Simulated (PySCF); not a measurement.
Gas-phase reaction: 2 Al₂F₆ + 4 HO₂ = 4 AlF₂OH + 2 F₂O + O₂

Method: PySCF energies (xtb for GFN2) plus ideal-gas RRHO corrections (1 bar). S°(298 K) at PBE0/def2-TZVP differs from the NASA 1993 table for Al₂F₆ (+7 J/mol/K); whether the harmonic model or the table's entry is off was not settled. † marks an energy on the PBE0/def2-TZVP geometry and frequencies; other levels use their own. Open shells (unrestricted): HO₂ (multiplicity 2), O₂ (multiplicity 3); the rest are closed-shell singlets. GFN2 has no spin-polarisation term. B3LYP is the form with VWN-RPA correlation. AlF₂OH: computed as isolated molecules; such fragments, hydroxides, amides, oligomers or adducts are transient or little studied in the gas. The harmonic model lacks anharmonicity and excited electronic states, which grow with temperature; levels with a mode under 35 cm⁻¹ are left out. Soft modes under 120 cm⁻¹ make the harmonic entropy rough for Al₂F₆.

```csv
level,"ΔE electronic, kJ","ΔH°(298 K), kJ","ΔS°(298 K), J/K","ΔG°(1200 K), kJ"
B3LYP/def2-TZVP†,686,679,191,452
BLYP/def2-TZVP†,614,607,191,380
GFN2-xTB,345,337,187,112
HF/def2-TZVP†,969,961,191,735
PBE0/def2-QZVP†,717,709,191,483
PBE0/def2-TZVP,708,700,191,474
```
ΔH° is lowest at GFN2-xTB and highest at HF/def2-TZVP†. No reference value is set beside these.
